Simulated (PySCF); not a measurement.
Aza analogues, thiophene 1N. All species are isolated molecules in the gas phase. Strings in code marks are SMILES.

The HOMO–LUMO gap from two functionals at the same geometries (PBE0-D4/def2-TZVP), both in PySCF: PBE-D3(BJ)/def2-TZVP and B3LYP-D3(BJ)/def2-TZVP. B3LYP has the VWN-RPA correlation part, as in Gaussian. 

```tsv
species	B3LYP-D3(BJ)/def2-TZVP (eV)
`c1ccsc1`	6.10
`c1cscn1`	6.11
`c1cnsc1`	6.20
```

**Question.** What does PBE-D3(BJ)/def2-TZVP give for each?

**Answer.** 
- `c1ccsc1`: 4.62
- `c1cscn1`: 4.60
- `c1cnsc1`: 4.70
Over these rows, drawn at random from the members with no instability flagged (it was tested for open shells, ions and some series alone), PBE minus B3LYP-D3(BJ): mean -1.49 eV, from -1.51 eV to -1.48 eV.
